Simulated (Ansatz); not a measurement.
# CSO (singlet): the correlation ladder, cc-pV(Q+d)Z

One table from this session's results is given with a row withheld; the runs are named, their logs left out.

Program: Ansatz 0.2.0, Gaussian basis. Level of theory: cc-pV(Q+d)Z, core rule «outside noble gas», up to 7 orbitals frozen. These are calculated values, not measurements.

The runs, in order: UHF; CCSD(T) on RHF; BCCD(T) on RHF; CASSCF and NEVPT2, 16 electrons in 12 orbitals.

10 further runs of the same task are left out: 1 that didn't finish, 9 set aside as unsound or not needed.

## The system

The geometry is an MP2(full)/6-31G* stationary point (not a proven minimum).

3 atoms, charge 0, spin multiplicity 1.

Atoms are counted from 1 here; the program's logs count them from 0.

Bond lengths: O1–C2 1.179 Å, C2–S3 1.565 Å. Angles: O1–C2–S3 180.0°.

The first run:

in.yaml reads:

```yaml
crystal:
  periodic: [false, false, false]
  atoms:
    - {symbol: O, position_ang: [0.000000, 0.000000, -1.307600]}
    - {symbol: C, position_ang: [0.000000, 0.000000, -0.128849]}
    - {symbol: S, position_ang: [0.000000, 0.000000, 1.436449]}
basis:
  gaussian: {orbitals: "cc-pV(Q+d)Z.json"}
magnetization: {spin_polarized: true, initial_magnetization: 0}
hamiltonian: {xc: hf}
output: {orbitals: {seedname: orbitals}}
```

Started as:

```sh
$ ansatz run in.yaml --threads 1 --pin off --events-out ev --progress --plain --max-ram 3956MiB --backend cpu
```

Among the steps run: UHF; CCSD(T) on RHF; BCCD(T) on RHF; CASSCF and NEVPT2, 16 electrons in 12 orbitals.

One of the session's tables, all rows but one given; the rest of the session is left out.

It belongs to the step «Misses and costs». 

```
        method  from RCCSD(T) (meV)
           RHF             +16931.1
          RMP2               +854.8
         RCCSD               +961.7
      RCCSD(T)                    0
       BCCD(T)                -12.1
CASSCF valence                    ?
NEVPT2 valence              +2154.9
```

**Question.** Estimate the row for CASSCF valence.

As computed: from RCCSD(T) (meV): +12469.1. In the column «from RCCSD(T) (meV)» it lies between NEVPT2 valence (+2154.9) and RHF (+16931.1).

With the free atoms at the same levels and basis (separate runs), the atomisation energy is 14.250 eV at RCCSD(T), 8.876 eV at RHF.
